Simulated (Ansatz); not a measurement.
A made-up structure of Si₂NH₆ (charge +1), singlet:

```xyz
9
angstrom
N 0.0671 -0.9139 0.8999
Si 1.0287 0.6964 -0.3263
Si -0.7812 0.1550 -0.4091
H -1.2359 -0.4775 -1.5964
H -1.7742 1.0749 0.0204
H 1.0800 2.0848 0.1616
H 1.6703 0.3811 -1.6137
H 0.0638 -1.8822 0.5792
H -0.3450 -0.7017 1.8085
```

It is relaxed with PBE-D4/def2-SVP and then PBE0-D4/def2-TZVP (Ansatz 0.2.0). Atoms count as bonded within 1.22 times the sum of their covalent radii (H–H: 0.88 Å). The end point is not checked to be a true minimum.

Does its bonding change? (Judge from chemistry; the calculation decides.)

The calculation gives: Yes. Formed: N1–Si2; broken: none.

Where it ends: The first stage lowers the energy by 3.47 eV in 7 steps. It ends as Si₂NH₆ ([NH2]1[SiH2][SiH2]1), total charge +1:
```csv
atom,x (Å),y (Å),z (Å)
N1,0.0669,-0.5803,0.5795
Si2,0.9933,0.7523,-0.3917
Si3,-1.1732,0.2199,-0.6017
H4,-1.6087,-0.7922,-1.5785
H5,-2.1995,0.9117,0.1961
H6,1.4236,1.8008,0.5484
H7,2.0142,0.0969,-1.2262
H8,0.3213,-1.5522,0.4202
H9,-0.0642,-0.4401,1.5783
```

Labels in which every atom is bracketed show which atoms are joined, not bond orders.

For scale, one of the runs: PBE0-D4/def2-TZVP relaxation, 141 basis functions, launched by `ansatz run in.yaml --threads 2 --pin off --events-out ev --progress --plain --max-ram 4352MiB`. Hardware: 2 CPU threads of an Arm Neoverse V2, shared host. Wall time about 11 s.
